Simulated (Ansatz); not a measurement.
## Heating and cooling a random packing of ZrSi₇

A packing of 16 atoms, thrown in at random and pushed apart as soft spheres with like charges further apart (14 Si, 2 Zr) went through Langevin stages in a fixed cell of 16.82 Å³/atom, at one k point, without spin and with a Fermi–Dirac width of kT (0.05 eV at least). All numbers below come from DFT PBE, scalar-relativistic, plane waves, PAW in Ansatz.

```
thermostat (K) duration (fs) friction (1/fs) cutoff (eV) mean T (K) mean P (GPa) mean square displacement (Å²)
          2530             72            0.030          320        3240          10.6                           0.48
          2530            750            0.030          420        2484           6.7                           2.32
          1820            750            0.030          420        1849           6.6                           1.07
          1010            750            0.030          420         952           2.7                           0.70
           300            750            0.030          420         313           1.3                           0.32
```

Means run over the second half of a stage; pressure includes the kinetic part; displacements count from the stage's start, the atoms' common shift taken off. In so short a run the atoms moved about a bond length or less in the hot stages, so this is an annealed packing, not a quenched equilibrium liquid.

Cell and atoms were then relaxed on coarser meshes and computed once more: Settings: cutoff 420 eV, Γ-centred mesh 5×6×5 on the computed 16-atom cell, Gaussian smearing of 0.10 eV; no spin polarisation.

Q: What structure is left?

A: One draw of many: 16.74 Å³/atom with no gap on the mesh, 0.09 eV/atom above the elements' standard states (static lattices, no corrections for gases) (a random packing after short dynamics, relaxed).

Counting as bonded all pairs within 1.2 times the summed covalent radii:

```
atom → neighbour mean count mean length (Å) spread (Å)
         Si → Si        3.86             2.48        0.09
         Si → Zr        1.43             2.84        0.09
         Zr → Si       10.00             2.84        0.09
         Zr → Zr        2.00             3.51        0.19
```

Angles between all pairs of such bonds at an atom (mean ± spread): 102 ± 27° at Si, 96 ± 34° at Zr.

```yaml
crystal:
  lattice:
    - [6.63319, 0.68649, 0.47799]
    - [0.70065, 6.23979, 0.70079]
    - [0.45896, 0.69054, 6.64635]
  atoms:
    - { symbol: Si, position: [0.64452, 0.37186, 0.80628] }
    - { symbol: Si, position: [0.87002, 0.27179, 0.11376] }
    - { symbol: Si, position: [0.97619, 0.70573, 0.39815] }
    - { symbol: Si, position: [0.95657, 0.11377, 0.67321] }
    - { symbol: Si, position: [0.18225, 0.64219, 0.70961] }
    - { symbol: Si, position: [0.44381, 0.25745, 0.45485] }
    - { symbol: Si, position: [0.30467, 0.25168, 0.80770] }
    - { symbol: Si, position: [0.77547, 0.44149, 0.41847] }
    - { symbol: Si, position: [0.53045, 0.74820, 0.83211] }
    - { symbol: Si, position: [0.86064, 0.65388, 0.99026] }
    - { symbol: Si, position: [0.16227, 0.13206, 0.33324] }
    - { symbol: Si, position: [0.40370, 0.67237, 0.37200] }
    - { symbol: Si, position: [0.31713, 0.44508, 0.12614] }
    - { symbol: Si, position: [0.70949, 0.94652, 0.54822] }
    - { symbol: Zr, position: [0.58017, 0.01460, 0.11635] }
    - { symbol: Zr, position: [0.14874, 0.88931, 0.02646] }
```

The final mesh leaves forces up to 0.54 eV/Å and stresses up to 1.3 GPa: the relaxation ran on a coarser mesh, so the cell's shape, its bonds and its energy belong partly to that mesh.

Cost: 6 runs of about 28 core-minutes in all (earlier runs that led there not counted), on Arm Neoverse V2 (shared hosts).